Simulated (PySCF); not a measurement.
# Frontier orbitals and the lowest excitations

Species: C₄H₇ClO.
Geometry (PBE0-D3(BJ)/def2-SVP, Å), atoms numbered from 1 in this order:
```
atom  x, y, z in Å
C1     0.9027    0.4712    1.0274
C2    -0.5145    0.0488    0.6778
C3    -1.5586    0.8639    1.4225
C4    -2.9680    0.4896    1.0748
O5    -3.3270   -0.3231    0.2952
Cl6   -4.1635    1.4565    2.0063
H7     1.0810    1.5292    0.7769
H8     1.1066    0.3482    2.1032
H9     1.6433   -0.1289    0.4789
H10   -0.6885    0.1473   -0.4057
H11   -0.6635   -1.0190    0.9057
H12   -1.4559    1.9450    1.2238
H13   -1.4563    0.7675    2.5171
```

Method used: TDDFT PBE0/def2-SVPD, vertical, gas phase, core orbitals frozen in the response (PySCF 2.14.0, density-fitted response routines).

Kohn–Sham orbitals with the atoms that hold most of them (Löwdin shares over 4%, at most four atoms; ? is withheld):

```csv
orbital,ε (eV),atoms
HOMO-3,-9.85,"C2 25%, C1 16%, H10 10%, H11 10%"
HOMO-2,-9.33,"Cl6 73%, O5 8%, C4 8%"
HOMO-1,-9.16,?
HOMO,-8.63,?
LUMO,?,"C4 41%, O5 33%, Cl6 11%, C3 8%"
LUMO+1,0.41,"Cl6 20%, C4 14%, C1 13%, C2 10%"
LUMO+2,0.58,"Cl6 44%, C4 18%, C3 10%, O5 6%"
```

(1) Which atoms hold the HOMO, and with what shares?

(2) Give the leading atoms of the HOMO-1.

(3) What is the LUMO energy, and the HOMO–LUMO gap?

## Answers

(1) O5 (bonded to C) 53%; Cl6 (bonded to C) 27%; C3 (bonded to 2 C and 2 H) 8%; C4 (bonded to C, Cl and O) 8%. By element: oxygen 53%, chlorine 27%, carbon 16% or more.

(2) Cl6 (bonded to C) 74%; C3 (bonded to 2 C and 2 H) 7%; C4 (bonded to C, Cl and O) 7%; C2 (bonded to 2 C and 2 H) 4%. By element: chlorine 74%, carbon 19% or more.

(3) ε(LUMO) = -1.10 eV; the gap is 7.53 eV (0.2767 hartree).

How does S1 compare with the orbital gap of 7.53 eV?

S1 is at 5.27 eV (f = 0.0000), 2.26 eV below the gap, made of HOMO→LUMO (98%). 

One configuration dominates each of S1, S2 and S3. Which, and how do the shares of the two leading atoms of either orbital change from the occupied to the empty one?

- S1 (5.27 eV, f 0.0000), HOMO→LUMO (98%): O5 53% → 33%, Cl6 27% → 11%, C4 8% → 41%; low, almost dark, from the terminal oxygen into the C=O bond, the pattern of n→π*
- S2 (6.41 eV, f 0.0001), HOMO-1→LUMO (98%): Cl6 74% → 11%, C3 7% → 8%, C4 7% → 41%, O5 at most 5% → 33%
- S3 (6.85 eV, f 0.0094), HOMO-2→LUMO (82%): Cl6 73% → 11%, O5 8% → 33%, C4 8% → 41%

Löwdin shares depend on the basis, the more so with diffuse functions.

On one thread, Intel Xeon Platinum 8488C (x86_64), on a shared host, this took 2.9 min of wall time (grids of density and orbitals included) and 0.94 GiB of memory at its peak.

One conformer stands for the species.
